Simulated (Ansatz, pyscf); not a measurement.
`[CH][F]` [singlet] + `[CH4]` → `[CH3][CH2][F]`, an insertion on the singlet surface: C–H broken, C–C, C–H formed. Optimised with ωB97X-D3(BJ)/def2-SVP in PySCF. Wave-function energies: Ansatz (a quantum-chemistry and plane-wave program), frozen core, RHF or UHF references. In kcal/mol, from the separated reactants.

| level | barrier | reaction energy |
|---|---|---|
| ωB97M-D3(BJ)/def2-TZVP | 9.50 | -86.15 |
| r²SCAN/def2-TZVP | 0.06 | -91.77 |
| CCSD(T)/cc-pV(D+d)Z | 11.71 | -83.08 |
| CCSDT(Q)/cc-pV(D+d)Z | 11.45 | -82.79 |
| CCSD(T)/cc-pV(T+d)Z | 9.85 | -85.74 |
| CCSD(T)/cc-pV(Q+d)Z | 9.06 | -87.00 |

In cc-pV(D+d)Z, going from CCSD(T) to CCSDT(Q) shifts the barrier by -0.26 and the reaction energy by +0.29 kcal/mol. With HF in the quadruple-zeta basis and the correlation energy extrapolated as X⁻³ from X = 3, 4, CCSD(T) gives 8.44 and -87.95; adding the double-zeta shift gives ΔE‡ = 8.18 and ΔE = -87.66 kcal/mol, without core correlation, relativity or geometry relaxation at these levels. This saddle turned up in a search for another step; its sides and bond changes are read from the two ends of the descent. One saddle was located; it need not be the lowest between these sides. A restricted singlet here is unstable towards spin polarisation, as is usual where a triplet lies low; its energy is less safe.
